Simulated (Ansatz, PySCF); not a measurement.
Molecule: C₂F₃N (charge 0, singlet). 
Structure (B3LYP-D3(BJ)/def2-TZVP (Ansatz, an electronic-structure program) minimum search):
```xyz
6

C      0.0001    -0.0015    -0.3215
C     -0.0004     0.0053     1.1599
F     -0.0086     1.2491    -0.7901
F      1.0896    -0.6222    -0.7811
F     -1.0802    -0.6377    -0.7817
N     -0.0008     0.0106     2.3065
```
Charge 0, spin multiplicity 1.

PBE beside other levels, property by property. Cores are frozen in the correlated levels unless marked. UHF or UKS for open shells. Spin-orbit coupling is left out. No relativistic terms. CBS marks a two-point X^-3 extrapolation of the correlation energy; Hartree-Fock from the larger set. [CCSD(T)-MP2]/basis is that difference in the basis named. Rows marked 298 K are enthalpies with B3LYP-D3(BJ) harmonic zero-point and thermal terms from PySCF. Enthalpies of formation rest on the atoms' values in the G2/97 table (older ones for B and Si), with no core term in the frozen-core levels. The coupled-cluster column (Ansatz) is a level with limits of its own: RI-MP2/CBS(cc-pVTZ,cc-pVQZ)+[CCSD(T)-MP2]/cc-pVTZ.

| property | PBE/def2-TZVPD (Ansatz) | r2SCAN-D4/def2-TZVPD (Ansatz + dftd4) | HSE06/def2-TZVPD (Ansatz) | CCSD(T)/cc-pVTZ (Ansatz) | coupled cluster | measured |
|---|---|---|---|---|---|---|
| enthalpy of formation at 298 K by atomisation (kcal/mol) | -159.2 | -121.7 | -123.8 | -96.7 | -118.2 | -118.4 |
| proton affinity at N, enthalpy at 298 K, to [NH+]#CC(F)(F)F (kcal/mol) | 163.3 | 163.7 | 164.1 | 164.0 | 161.9 | - |

Measured values: G2/97 table in ASE (Curtiss et al.); they hold spin-orbit effects, which all levels lack, and core correlation, which the frozen-core levels lack. This is an older compilation, not checked against later work.

As the rows show:
- enthalpy of formation at 298 K by atomisation: PBE lies 40.8 kcal/mol below the measured value.
- proton affinity at N, enthalpy at 298 K, to [NH+]#CC(F)(F)F: PBE lies 1.4 kcal/mol above coupled cluster.
